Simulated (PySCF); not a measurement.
Choosing a molecule for a target property.

Each SMILES stands for a single optimised conformer of the isolated species, non-relativistic unless stated; the electronic structure was computed with PySCF and density fitting.

The conformers computed, where there is a choice (atom-mapped SMILES and torsion angles):
- `[CH3:1][CH2:2][C:3]1=[C:4]([CH3:5])[CH2:6]1`: C1–C2–C3–C4 0°
- `[CH2:1]=[CH:2][CH:3]=[C:4]([CH3:5])[CH3:6]`: C1–C2–C3–C4 180°
- `[CH3:1][CH2:2][C@@H:3]1[C@H:4]2[CH2:5][C@@H:6]12`: C1–C2–C3–C4 154°

(1) Wanted: smallest rotational constant below 1.9 GHz (GFN2-xTB) and static isotropic polarisability above 80 au (PBE0/def2-SVPD), at GFN2-xTB geometries. Which candidate meets both?
A. `CC[C@@H]1[C@H]2C[C@@H]12`
B. `C=CC#CCC`
C. `CC1=C(CC)C1`
D. `C=CC=C(C)C`

(2) Wanted: HOMO energy below -7.1 eV (PBE0/def2-SVPD) and HOMO–LUMO gap above 7.3 eV (PBE0/def2-SVPD), at GFN2-xTB geometries. Which candidate meets both?
A. `CC[C@@H]1[C@H]2C[C@@H]12`
B. `CCC1=C(C)C1`
C. `C1=C(C)C[C@@H]1C`
D. `C#C[C@@H]1C[C@@H]1C`
E. `C=CC=C(C)C`

(3) Wanted: lowest triplet excitation (Tamm–Dancoff) above 6 eV (TDA PBE0/def2-SVPD) and lowest singlet excitation above 5.8 eV (TDDFT PBE0/def2-SVPD), at GFN2-xTB geometries. Which candidate meets both?
A. `C1(CC)=C(C1)C`
B. `C=CC#CCC`
C. `C#C[C@@H]1C[C@@H]1C`
D. `CC[C@@H]1[C@H]2C[C@@H]12`
E. `C(C)(C)=CC=C`

Results:

(1) D. Computed values:
| species | smallest rotational constant | static isotropic polarisability |
| --- | --- | --- |
| C=CC#CCC | 1.331 GHz | 76.8 au |
| C=CC=C(C)C | 1.596 GHz | 81.5 au |
| CC1=C(CC)C1 | 1.790 GHz | 71.9 au |
| CC[C@@H]1[C@H]2C[C@@H]12 | 2.012 GHz | 67.3 au |

(2) D. Computed values:
```csv
species,HOMO energy,HOMO–LUMO gap
C#C[C@@H]1C[C@@H]1C,-7.20 eV,7.91 eV
CC[C@@H]1[C@H]2C[C@@H]12,-7.08 eV,8.06 eV
C1=C(C)C[C@@H]1C,-6.81 eV,7.41 eV
CCC1=C(C)C1,-6.45 eV,7.14 eV
C=CC=C(C)C,-6.28 eV,5.74 eV
```

(3) D. Computed values:
```csv
species,lowest triplet excitation (Tamm–Dancoff),lowest singlet excitation
C(C)(C)=CC=C,3.11 eV,5.58 eV
C=CC#CCC,3.39 eV,5.16 eV
C1(CC)=C(C1)C,4.25 eV,6.01 eV
C#C[C@@H]1C[C@@H]1C,5.27 eV,6.27 eV
CC[C@@H]1[C@H]2C[C@@H]12,6.77 eV,7.03 eV
```
